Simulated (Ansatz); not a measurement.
# CHClF: the cost of one run

Computed with Ansatz 0.2.0, Gaussian basis. Level: single points in def2-TZVPPD.

Cores are frozen in the correlated methods.

1 further run of the same task is left out (it didn't finish).

**1. The system as given**

SMILES `F[CH-]Cl`, 4 atoms, charge -1, spin multiplicity 1.

Atoms are counted from 1 here; the program's logs count them from 0.

Bond lengths: F1–C2 1.436 Å, C2–H4 1.153 Å. Angles: F1–C2–H4 103.0°.

Geometry (Å):

```xyz
4
charge -1, multiplicity 1
F    -1.2563   -0.1850   -0.3974
C    -0.2130    0.4101    0.3888
Cl    1.0653   -1.1504    0.3909
H     0.4219    0.9619   -0.3992
```

**2. PBE-D4/def2-TZVPPD**

Contents of run/in.yaml:

```yaml
crystal:
  periodic: [false, false, false]
  atoms:
    - {symbol: F, position_ang: [-1.256301, -0.185045, -0.397422]}
    - {symbol: C, position_ang: [-0.213039, 0.410091, 0.388825]}
    - {symbol: Cl, position_ang: [1.065343, -1.150442, 0.390937]}
    - {symbol: H, position_ang: [0.421911, 0.961944, -0.399205]}
basis:
  gaussian: {orbitals: "def2-TZVPPD.json"}
total_charge: -1
hamiltonian: {xc: pbe, dispersion: d4}
output: {forces: true}
```

The basis file named in the input lies beside it (Basis Set Exchange, JSON).

Run with:

```
> ansatz run in.yaml --threads 2 --pin off --events-out ev --progress --plain --max-ram 3481MiB
```

What time and memory should one allow on 2 threads of Arm Neoverse V1, shared host?

About 1.4 s, with a peak of 0.14 GiB.
